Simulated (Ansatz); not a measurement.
A made-up structure of LiAlH$_{3}$S (charge +1), closed shell:

```tsv
atom	x (Å)	y (Å)	z (Å)
Li1	-2.3695	-2.2798	0.2840
S2	-0.3686	-1.0130	-0.1631
Al3	0.5588	1.2526	0.2269
H4	0.6117	-1.6451	-1.0242
H5	2.0573	1.4638	-0.5597
H6	-0.4897	2.2215	1.2360
```

It is relaxed with PBE-D4/def2-SVP and then PBE0-D4/def2-TZVP (Ansatz 0.2.0). Atoms count as bonded within 1.22 times the sum of their covalent radii (H–H: 0.88 Å). The end point is not checked to be a true minimum.

Problem. Does its bonding change? (Judge from chemistry; the calculation decides.)

Solution. By the calculation: No: no bond forms or breaks.

Where it ends: The first stage lowers the energy by 0.53 eV in 12 steps. It ends as LiAlH₃S ([Li][SH][AlH2]), total charge +1:
Li1  (-2.272, -1.914, -0.026)
S2  (-0.133, -1.056, 0.208)
Al3  (0.503, 1.116, 0.209)
H4  (0.593, -1.505, -0.830)
H5  (1.698, 1.416, -0.754)
H6  (-0.389, 1.943, 1.193)
(Å)

Labels in which every atom is bracketed show which atoms are joined, not bond orders.

For scale, one of the runs: PBE0-D4/def2-TZVP relaxation, 106 basis functions, launched by `ansatz run in.yaml --threads 2 --pin off --events-out ev --progress --plain --max-ram 4352MiB`. The run took about 11 s on 2 CPU threads of an Arm Neoverse V2 (shared host).
